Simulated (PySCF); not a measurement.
Species: C₆H₁₀.
Geometry (PBE0-D3(BJ)/def2-SVP, Å), atoms numbered from 1 in this order:
```xyz
16
C6H10 angstrom
C     -1.8606    0.3794    1.4306
C     -0.9186    0.0110    0.5419
C     -1.3043   -0.7729   -0.6796
C      0.4718    0.3974    0.8064
C      1.6138    0.1882    0.1240
C      1.8865   -0.5244   -1.1589
H     -1.6039    0.9500    2.3276
H     -2.9129    0.1209    1.2867
H     -1.0459   -0.2315   -1.6034
H     -2.3863   -0.9638   -0.6915
H     -0.7882   -1.7453   -0.7149
H      0.5827    0.9637    1.7381
H      2.5129    0.6129    0.5886
H      2.3608    0.1608   -1.8820
H      2.6105   -1.3407   -0.9939
H      0.9991   -0.9535   -1.6339
```

Level: wB97X-D/def2-SVPD in PySCF, non-relativistic, on one gas-phase PBE0-D3(BJ)/def2-SVP geometry that isn't relaxed in the solvent. The solvent is an IEF-PCM continuum (cavity from Bondi-type radii × 1.2). Specific hydrogen bonds and non-electrostatic terms are outside this model.

Gas phase at wB97X-D/def2-SVPD: HOMO -8.13 eV, LUMO 1.12 eV, dipole 0.72 D.

Q: What does the continuum do to the energy, the frontier levels and the dipole at wB97X-D/def2-SVPD in cyclohexane and chloroform?

A: 
```
    solvent      ε  E(solvent) − E(gas) (kcal/mol)  polarisation term (kcal/mol)  distortion of the solute (kcal/mol)  HOMO (eV)  LUMO (eV)  dipole (D)
cyclohexane  2.017                           -0.92                         -0.96                                 0.04      -8.13       1.13        0.85
 chloroform  4.711                           -1.73                         -1.88                                 0.15      -8.15       1.11        0.96
```

Polarisation term: ½ Σ q·V over the induced surface charges. Distortion: the rise of the solute's own energy as its density leaves the gas-phase optimum. From cyclohexane to chloroform the lowering changes by a factor 1.88, Onsager's factor (ε − 1)/(2ε + 1) by 1.76 and ε itself by 2.3.

Q: Give the dipole vector in the frame of the coordinates (D, pointing from negative to positive charge), gas and chloroform.

A: Gas (0.29, -0.30, -0.59), solvent (0.41, -0.39, -0.78). Its length changes by +33 % and its direction by 2°.

Q: How does the static polarisability (wB97X-D/def2-SVPD, frozen core, with the continuum's full static response) change?

A: 
| medium | isotropic (au) | principal values (au) | ⟨r²⟩ of the electrons (bohr²) |
| --- | --- | --- | --- |
| gas | 80.1 | 53.7, 71.0, 115.6 | 721.6 |
| cyclohexane | 91.3 | 60.2, 79.7, 133.9 | 721.2 |
| chloroform | 101.9 | 67.7, 87.8, 150.1 | 720.9 |

The isotropic value in chloroform is 1.27 times the gas-phase one; no cavity-field correction is applied. ⟨r²⟩ is taken about the centre of nuclear charge.

Note: wB97X-D ran without an empirical dispersion term, which enters the total energy and its gradient alone.
